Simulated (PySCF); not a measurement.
**How methods differ on the ionisation energy of Ar**

Ar [Ar] (1S) → Ar⁺ [Ne] 3s2 3p5 (2P), as a difference of total energies. Computed with PySCF 2.14 in Sapporo-DZP-2012, with the spin-free X2C one-electron Hamiltonian (Gaussian nucleus). Correlated levels: valence: [Ne] frozen. The calculations carry no spin-orbit coupling.

```
           method  ionisation energy (eV)  error (eV)
              UHF                  14.615      -1.204
              PBE                  15.714      -0.105
           r2SCAN                  15.811      -0.008
    MP2 (valence)                  15.533      -0.286
SCS-MP2 (valence)                  15.424      -0.395
   CCSD (valence)                  15.343      -0.476
CCSD(T) (valence)                  15.352      -0.467
```

Reference: 15.819 eV (measured; NIST levels, between the centres of gravity of the two terms).

Errors of the correlated levels include the incompleteness of this basis and the frozen core.
